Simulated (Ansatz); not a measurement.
# C2H2OS: one species, many methods

One table from this session's results is given with a row withheld; the runs are named, their logs left out.

Computed with Ansatz 0.2.0, Gaussian basis. Level: functionals in def2-TZVPP, the program's frozen cores in correlated methods.

The runs, in order: LDA (SPW92), PBE-D4, revPBE-D4, BLYP-D4, r2SCAN-D4, B97M-V, PBE0-D4, B3LYP-D4, r2SCANh-D4, r2SCAN0-D4, HSE06-D4, BHLYP-D4, CAM-B3LYP-D4, LC-ωPBE, ωB97X-V, ωB97M-V, B2PLYP, PBE-QIDH; CCSD(T)/def2-SVP; CCSD(T)/def2-TZVPP; MP2/def2-QZVPP; extrapolation to the limit; RPA on PBE.

### The geometry

An earlier PBE0-D4 in a triple-zeta def2 set relaxation fixed the geometry.

SMILES `O=C=CS`, 6 atoms, charge 0, spin multiplicity 1.

Atoms are counted from 1 here; the program's logs count them from 0.

Bond lengths: O1–C2 1.153 Å, C2–C3 1.315 Å, C3–S4 1.754 Å, C3–H5 1.081 Å, S4–H6 1.348 Å. Angles: O1–C2–C3 178.9°, C2–C3–S4 116.6°, C2–C3–H5 120.0°, S4–C3–H5 123.3°, C3–S4–H6 99.1°.

Set-up of the first run:

in.yaml

```yaml
crystal:
  periodic: [false, false, false]
  atoms:
    - {symbol: O, position_ang: [-0.485716, -2.220138, -0.161405]}
    - {symbol: C, position_ang: [-0.052681, -1.171165, 0.044030]}
    - {symbol: C, position_ang: [0.433829, 0.031998, 0.255810]}
    - {symbol: S, position_ang: [0.059283, 1.254246, -0.944985]}
    - {symbol: H, position_ang: [1.085940, 0.210238, 1.099898]}
    - {symbol: H, position_ang: [-0.998554, 1.830821, -0.339547]}
basis:
  gaussian: {orbitals: def2-TZVPP}
hamiltonian: {xc: lda}
output: {orbitals: {seedname: orbitals}}
```

Started as:

```
ansatz run in.yaml --threads 2 --pin off --events-out ev --progress --plain --max-ram 4352MiB
```

Steps of the session up to this table: LDA; PBE-D4 (GGA); revPBE-D4 (GGA); BLYP-D4 (GGA); r2SCAN-D4 (meta-GGA); B97M-V (meta-GGA); B3LYP-D4 (hybrid); r2SCANh-D4 (hybrid); r2SCAN0-D4 (hybrid); HSE06-D4 (hybrid); BHLYP-D4 (hybrid); CAM-B3LYP-D4 (range-separated); LC-ωPBE (range-separated); ωB97X-V (range-separated); ωB97M-V (range-separated); B2PLYP (double hybrid); PBE-QIDH (double hybrid).

One table of the session follows, with a row left open; its other results are not shown here.

It belongs to the step «Orbital energies across the functionals». 

| functional | HOMO (eV) | gap (eV) |
| --- | --- | --- |
| LDA (SPW92) | ? | ? |
| PBE-D4 | -6.02 | 3.50 |
| revPBE-D4 | -5.96 | 3.53 |
| BLYP-D4 | -5.88 | 3.50 |
| r2SCAN-D4 | -6.26 | 3.96 |
| B97M-V | -6.29 | 4.18 |
| PBE0-D4 | -7.23 | 5.81 |
| B3LYP-D4 | -7.01 | 5.34 |
| r2SCANh-D4 | -6.71 | 4.82 |
| r2SCAN0-D4 | -7.40 | 6.10 |
| HSE06-D4 | -6.83 | 5.02 |
| BHLYP-D4 | -8.33 | 8.14 |
| CAM-B3LYP-D4 | -8.55 | 8.33 |
| LC-ωPBE | -9.87 | 10.88 |
| ωB97X-V | -9.51 | 10.45 |
| ωB97M-V | -9.39 | 10.25 |

Q: Estimate the row for LDA (SPW92) from the others.

**Answer.** HOMO (eV): -6.18; gap (eV): 3.40. In the column «HOMO (eV)» it lies between r2SCAN-D4 (-6.26) and PBE-D4 (-6.02).
